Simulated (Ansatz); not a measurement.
Geometry optimisation, RKS B3LYP-D4/6-31G* (Ansatz).

The input (input.yaml):

```yaml
crystal:
  periodic: [false, false, false]
  atoms:
    - { symbol: B, position_ang: [0.0, 0.0, 0.0] }
    - { symbol: "N", position_ang: [1.0346, 0.0, 1.4114] }
    - { symbol: H, position_ang: [0.1576, -0.2713, 1.9414] }
    - { symbol: H, position_ang: [1.9116, 0.2713, 1.9414] }
    - { symbol: H, position_ang: [1.3899, 0.0, -0.0116] }
    - { symbol: H, position_ang: [-1.0305, 0.0, -0.595] }
basis:
  gaussian: { orbitals: "6-31G*" }
hamiltonian:
  xc: b3lyp
  dispersion: d4
relax:
  f_tol: 0.15
  max_steps: 25
  restrain:
    - { distance: [1, 4], at: 2.26, k: 30.0 }
    - { distance: [0, 1], at: 1.55, k: 30.0 }
    - { distance: [0, 4], at: 1.19, k: 30.0 }
output:
  orbitals: {}
```

Launched with:

```bash
$ ansatz run input.yaml --threads 1 --pin off --max-ram 2048MiB --backend cpu --events-out ev --progress --plain --runs-dir out
```

**Question.** Where does it end, and by what steps?

**Answer.** The run converged. The restraints hold the end off the free minimum. After 6 steps the energy has fallen by 6.609 eV (the restraints' own energy left out); H5 moved furthest, 0.69 Å. The start is strongly strained (largest force component 9 eV/Å).

| step | energy less start (eV) | largest force component (eV/Å) | accepted |
| --- | --- | --- | --- |
| 0 | 0.0000 | 9.004 | yes |
| 1 | -2.5116 | 7.112 | yes |
| 2 | -4.3848 | 5.480 | yes |
| 3 | -6.1773 | 3.595 | yes |
| 4 | -6.4755 | 2.918 | yes |
| 5 | -6.5856 | 2.566 | yes |
| 6 | -6.6092 | 2.557 | yes |

```xyz
6
Properties=species:S:1:pos:R:3
B 0.419 0.017 0.068
N 0.730 -0.015 1.497
H 0.030 -0.138 2.215
H 1.669 0.078 1.857
H 1.334 0.164 -0.679
H -0.719 -0.106 -0.270
```

Time of the run: 2.7 s on 1 thread of AMD EPYC 9R45 96-Core Processor (Zen 5), on a shared host, peak memory 0.12 GiB.
